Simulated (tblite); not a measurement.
Compound: C3H2FN.
Atom-mapped SMILES: `[C-:1]#[N+:2]/[CH:3]=[CH:4]/[F:5]` (hydrogens: H6 on C3; H7 on C4)

A start from a force field or distance geometry was refined with GFN2-xTB geometry optimisation, gas phase (tblite). Values at the start:

```csv
coordinate,start
C1≡N2,1.171 Å
N2–C3,1.388 Å
C3=C4,1.325 Å
C3–H6,1.098 Å
C4–F5,1.362 Å
C4–H7,1.075 Å
C1–N2–C3,178.0°
N2–C3–C4,118.6°
C3–C4–F5,118.2°
```

Problem. How do these coordinates change at the GFN2-xTB level?

Solution. 
```tsv
coordinate	GFN2-xTB (Å or °)	change
N2–C3	1.351	-0.037
C4–F5	1.333	-0.029
C3–H6	1.082	-0.016
C4–H7	1.080	+0.005
C1≡N2	1.167	-0.004
C3=C4	1.328	+0.003
N2–C3–C4	121.7	+3.1
C3–C4–F5	120.9	+2.7
C1–N2–C3	178.6	+0.6
```

The energy falls by 8.3 kJ/mol over 22 L-BFGS steps, the largest force on an atom goes from 1.09 to 0.004 eV/Å, and the atoms move by 0.051 Å rms after alignment. The bond that changes most is N2–C3 (isocyanide nitrogen to vinylic carbon bearing nitrogen), which shortens by 0.037 Å. Bonds longer at the end by more than 0.005 Å: 1 of 6; shorter: 3. Rotational constants go from 47464, 2484, 2361 to 50648, 2493, 2376 MHz.

Time: 0.1 s. Hardware: one thread, Arm Neoverse N1 (aarch64), shared host with 64 logical CPUs at a one-minute load of 56.

Its GFN2-xTB frequencies are all real (lowest 176 cm⁻¹).

All values are computed, not measured.
